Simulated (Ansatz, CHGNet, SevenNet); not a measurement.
**1T (CdI2-type) TiTe2: lattice constant a by level of theory**

No measured value is used here.

```tsv
level (code)	value (Å)
CHGNet-r²SCAN (CHGNet)	3.820
SevenNet-0 (SevenNet)	3.738
SevenNet-l3i5 (SevenNet)	3.773
LDA (Ansatz)	___
PBE-D3(BJ) (Ansatz)	___
r²SCAN+rVV10 (Ansatz)	3.782
```

Fill in the missing entries.


- LDA (Ansatz, an electronic-structure program), value (Å): 3.666
- PBE-D3(BJ) (Ansatz), value (Å): 3.698

LDA: the cell comes from a level without a dispersion term, which matters for the spacing of layers, chains or molecules. Cutoffs and k meshes differ between the levels. Ansatz's density-functional and Hartree–Fock values are scalar-relativistic unless marked +SOC, with PAW data made under PBE.

Machine-learned potentials (CHGNet-r²SCAN, SevenNet-0, SevenNet-l3i5) are trained on DFT data, which may include these solids.
